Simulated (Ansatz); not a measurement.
A made-up structure of B$_{2}$H$_{3}$S (charge -1), singlet:

```
atom    x (Å)    y (Å)    z (Å)
  B1  -0.3821   0.1224  -0.6127
  B2   0.6529  -0.3941   0.5514
  S3  -0.3549   0.8263   1.3398
  H4  -0.0625   0.9749  -1.4193
  H5  -0.5686   1.7567   2.3084
  H6   1.5505  -1.0460   1.0153
```

It is relaxed with PBE-D4/def2-SVPD and then PBE0-D4/def2-TZVPD (Ansatz 0.2.0). Atoms count as bonded within 1.22 times the sum of their covalent radii (H–H: 0.88 Å). The end point is not checked to be a true minimum.

(1) Does its bonding change? (Judge from chemistry; the calculation decides.)

Answers

(1) Computed: No: no bond forms or breaks.

Where it ends: The first stage lowers the energy by 2.37 eV in 7 steps. It ends as B₂H₃S ([BH]1[BH][SH]1), total charge -1:
```
atom    x (Å)    y (Å)    z (Å)
  B1   0.0411   0.4403  -0.4550
  B2   0.7756  -0.3879   0.5585
  S3  -0.7440   0.5780   1.3377
  H4  -0.4148   0.9972  -1.4083
  H5  -0.2915   1.7393   1.9588
  H6   1.4687  -1.1267   1.1912
```

Labels in which every atom is bracketed show which atoms are joined, not bond orders.

For scale, one of the runs: PBE0-D4/def2-TZVPD relaxation, 147 basis functions, launched by `ansatz run in.yaml --threads 2 --pin off --events-out ev --progress --plain --max-ram 4352MiB`. Hardware: 2 CPU threads of an Arm Neoverse V1, shared host. Wall time about 18 s.
